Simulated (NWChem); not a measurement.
A calculation on Li2

```xyz
2

Li     0.0000     0.0000     1.3936
Li     0.0000     0.0000    -1.3936
```
Charge 0, spin multiplicity 1.

The numbers come from NWChem runs, not from measurements. The geometry was optimised at PBE0/def2-SVP, a minimum by its harmonic frequencies.

Static limit.

The correlated methods freeze no orbitals. The structure started from a generated list of species.

Question: Give the polarisability tensor in bohr³ at CCSD linear response/def2-SVPD, no orbitals frozen, in the frame of the coordinates, and its isotropic mean.

Answer: 
```
165.78    0.00    0.00
  0.00  165.78    0.00
  0.00    0.00  387.68
```
Mean (one third of the trace): 239.75 bohr³.
